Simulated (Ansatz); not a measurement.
# B3LYP/6-31G(d) (Cartesian functions) run of BH3 (SMILES B)

Aim: the energy change on altering one bond length of BH3 at B3LYP/6-31G* (Cartesian functions), from 2 runs. 

The results are computed with Ansatz 0.2.0.

32 further runs of the same task are left out: 32 set aside as unsound or not needed.

## (1) The structure to begin with

BH3: 4 atoms, total charge 0, spin state singlet. As SMILES, `B`. The coordinates come from a PBE0-D4/def2-TZVP relaxation.

Bond lengths: B1–H2 1.193 Å, B1–H3 1.193 Å, B1–H4 1.193 Å. Angles: H2–B1–H3 120.0°, H2–B1–H4 120.0°, H3–B1–H4 120.0°.

## (2) The energy at B3LYP/6-31G(d) (Cartesian functions)

File input.yaml:

```yaml
crystal:
  periodic: [false, false, false]
  atoms:
    - {symbol: B, position_ang: [0.013900, -0.015100, -0.005100]}
    - {symbol: H, position_ang: [0.982200, 0.381700, 0.568800]}
    - {symbol: H, position_ang: [-0.276200, -1.171800, 0.043000]}
    - {symbol: H, position_ang: [-0.664400, 0.744900, -0.626900]}
basis:
  gaussian:
    orbitals: "6-31G*"
magnetization:
  spin_polarized: false
  initial_magnetization: 0
hamiltonian:
  xc: {name: B3LYP}
accuracy: high
output: {orbitals: {seedname: orbitals}}
```

Started as:

```bash
ansatz run input.yaml --threads 1 --pin off --max-ram 3480MiB --events-out events.jsonl --progress --plain --runs-dir runs
```

The log of the run:

```text
Warning: RAYON_NUM_THREADS=1 ignored (pool sized by the plan → 1); use --threads N
Functional definition: B3LYP
  name "B3LYP"
  parameter a0 = 0.2
  parameter ax = 0.72
  parameter ac = 0.81
  exchange = (1 - a0 - ax)*slater_x + ax*b88_x + a0*exact_x
  correlation = (1 - ac)*vwn_rpa_c + ac*lyp_c
417 factors; integrals over basis functions are off by at most 2.3e-9 eV
mean field evaluation 1: about -723.7741 eV, gradient 1.0e1 eV
mean field evaluation 2: about -724.0626 eV, gradient 5.9e0 eV
mean field evaluation 4: about -724.1801 eV, gradient 1.6e-2 eV
mean field evaluation 8: about -724.1766 eV, gradient 1.3e-4 eV
mean field -724.17659269 eV, -26.6129989168 hartree, gradient 7.6e-9 eV, S^2 0.000000; 0 other end points of the search recorded, 0 dependent functions left out
reference -724.17661905 eV, -26.6129998856 hartree; 4, 4 occupied and 17, 17 virtual orbitals, 417 factors
Total energy: -724.17661905 eV, -26.6129998856 hartree
```

It took 0.46 s on 1 thread of Arm Neoverse V2, shared host.

## (3) The distorted shape at the same level

File in.yaml:

```yaml
crystal:
  periodic: [false, false, false]
  atoms:
    - {symbol: B, position_ang: [0.158940, 0.563211, -0.029148]}
    - {symbol: H, position_ang: [1.127240, 0.960011, 0.544752]}
    - {symbol: H, position_ang: [-0.276200, -1.171800, 0.043000]}
    - {symbol: H, position_ang: [-0.519360, 1.323211, -0.650948]}
basis:
  gaussian: {orbitals: "6-31G*"}
accuracy: high
output: {orbitals: {seedname: orbitals}}
hamiltonian: {xc: {name: B3LYP}}
```

Started as:

```bash
ansatz run in.yaml --threads 1 --pin off --max-ram 3480MiB --events-out events.jsonl --progress --plain --runs-dir runs
```

The log of the run:

```text
Warning: RAYON_NUM_THREADS=1 ignored (pool sized by the plan → 1); use --threads N
Functional definition: B3LYP
  name "B3LYP"
  parameter a0 = 0.2
  parameter ax = 0.72
  parameter ac = 0.81
  exchange = (1 - a0 - ax)*slater_x + ax*b88_x + a0*exact_x
  correlation = (1 - ac)*vwn_rpa_c + ac*lyp_c
414 factors; integrals over basis functions are off by at most 3.3e-9 eV
mean field evaluation 1: about -722.1312 eV, gradient 6.9e0 eV
mean field evaluation 2: about -722.2680 eV, gradient 3.4e0 eV
mean field evaluation 4: about -722.3160 eV, gradient 8.2e-2 eV
mean field evaluation 8: about -722.3115 eV, gradient 1.6e-4 eV
mean field -722.31151344 eV, -26.5444585187 hartree, gradient 1.9e-8 eV, S^2 0.000000; 0 other end points of the search recorded, 0 dependent functions left out
reference -722.31154125 eV, -26.5444595407 hartree; 4, 4 occupied and 17, 17 virtual orbitals, 414 factors
Total energy: -722.31154125 eV, -26.5444595407 hartree
```

Wall time 0.46 s (1 thread of Arm Neoverse V2, shared host).

## (4) Summary of results

Level: B3LYP/6-31G* (Cartesian functions).

| quantity | value |
| --- | --- |
| first shape: total energy | -26.61300 Eh |
| first shape: HOMO energy | -9.56 eV |
| first shape: LUMO energy | -1.78 eV |
| first shape: HOMO–LUMO gap | 7.78 eV |
| distorted shape: total energy | -26.54446 Eh |
| distorted shape: HOMO energy | -7.96 eV |
| distorted shape: LUMO energy | -2.11 eV |
| distorted shape: HOMO–LUMO gap | 5.84 eV |
| energy change with the B1–H3 bond stretched from 1.193 to 1.790 Å | 1.865 eV |

**Reading.** With the B1–H3 bond stretched from 1.193 to 1.790 Å the energy rises by 1.87 eV (180 kJ/mol). The first shape isn't relaxed at this level, so the change isn't measured from a minimum.
